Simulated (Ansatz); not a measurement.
Computed with Ansatz.

C₄H₁₀N₂, SMILES `C1CNCCN1` at its PBE0-D4/def2-TZVP geometry, where that method's forces vanish. The species carries charge 0 and has multiplicity 1.

```csv
atom,x (Å),y (Å),z (Å)
C1,-1.320,-0.379,0.207
C2,-0.211,-0.972,1.061
N3,1.091,-0.932,0.417
C4,1.396,0.404,-0.070
C5,0.286,0.997,-0.923
N6,-0.953,0.973,-0.171
H7,-2.258,-0.351,0.770
H8,-1.478,-1.033,-0.671
H9,-0.143,-0.402,1.994
H10,-0.445,-2.007,1.324
H11,1.102,-1.583,-0.360
H12,1.554,1.051,0.800
H13,2.333,0.372,-0.631
H14,0.218,0.419,-1.865
H15,0.525,2.032,-1.188
H16,-1.698,1.412,-0.694
```

Question: For each bond, give half the difference of the two atoms' forces along it (eV/Å; positive pushes the atoms apart) under PBE-D4, r2SCAN-D4, B3LYP-D4, ωB97M-V in def2-TZVPP. (Estimate.)

Answer: The calculation gave: 
| bond | length (Å) | PBE-D4 | r2SCAN-D4 | B3LYP-D4 | ωB97M-V |
| --- | --- | --- | --- | --- | --- |
| C1–C2 | 1.521 | 0.02 | 0.06 | 0.14 | 0.09 |
| C1–N6 | 1.450 | 0.11 | 0.16 | 0.20 | 0.19 |
| C1–H8 | 1.107 | 0.12 | -0.03 | -0.09 | -0.13 |
| C2–N3 | 1.454 | 0.12 | 0.16 | 0.20 | 0.18 |
| C2–H9 | 1.096 | 0.11 | -0.05 | -0.12 | -0.13 |
| C2–H10 | 1.093 | 0.06 | -0.07 | -0.16 | -0.12 |
| N3–C4 | 1.454 | 0.12 | 0.16 | 0.20 | 0.18 |
| C4–C5 | 1.521 | 0.02 | 0.06 | 0.14 | 0.09 |
| C4–H12 | 1.096 | 0.11 | -0.05 | -0.12 | -0.13 |
| C4–H13 | 1.093 | 0.06 | -0.07 | -0.16 | -0.12 |
| C5–N6 | 1.450 | 0.11 | 0.16 | 0.20 | 0.19 |
| C5–H14 | 1.107 | 0.12 | -0.03 | -0.09 | -0.13 |
| C5–H15 | 1.094 | 0.06 | -0.07 | -0.15 | -0.13 |
| N6–H16 | 1.011 | 0.20 | -0.02 | -0.12 | -0.12 |

B3LYP here is the variant with VWN-RPA as its local correlation; programs differ in this.
